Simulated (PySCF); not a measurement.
## Ionisation of dimethyl ether

System: dimethyl ether, `COC` (C2H6O). Numbering: `[CH3:1][O:2][CH3:3]`

Level of theory: ωB97X-D3(BJ)/ma-def2-TZVP single points in PySCF, grid level 2; every species was optimised with PBE0-D3(BJ)/def2-SVP. Zero-point and thermal terms (298.15 K, 1 bar) come from unscaled PBE0-D3(BJ)/def2-SVP harmonic frequencies, with soft modes damped to free rotors in the entropy.

Frontier levels of the parent: HOMO -10.02 eV, LUMO 1.26 eV.

Oxidation to the radical cation:
* Vertical ionisation energy (electronic): 10.11 eV
* Adiabatic ionisation energy (with zero-point energy): 9.82 eV
* Adiabatic, electronic part: 9.92 eV
* Vertical gap at the product's structure: 9.53 eV
* Inner reorganisation energy (four-point): 583 meV
* Relaxation of product / of parent: 197 / 387 meV
* ⟨S²⟩ of the product: 0.755
* Largest spin populations: O2 0.72
* Largest changes of atomic charge: O2 0.42, H (on C1) 0.14, H (on C3) 0.14, H (on C3) 0.10
* Distances that move most (Å): C3–H 1.099 → 1.114; C1–H 1.099 → 1.113; C3–H 1.109 → 1.097; C1–H 1.109 → 1.097
* Potential in dichloromethane: 7.37 V absolute, 2.67 V against Fc+/Fc computed at 4.70 V (solvation -10 → -242 kJ/mol)

Solvents are IEF-PCM continua (electrostatics only, gas-phase structures); absolute potentials refer to an electron at rest in vacuum. Fc+/Fc in dichloromethane, 4.70 V, is ωB97X-D3(BJ)/ma-def2-TZVP on PBE0-D3(BJ)/def2-SVP structures with GFN2-xTB thermal terms. Benchmark calculations put it near 5.0 V in acetonitrile and DMSO, so it is about 0.3 V low, and the value against it can read up to that much too high.

Measured values (NIST Chemistry WebBook, evaluated or the median of agreeing entries): adiabatic ionisation energy 10.03 eV (computed 9.82, difference -0.21).
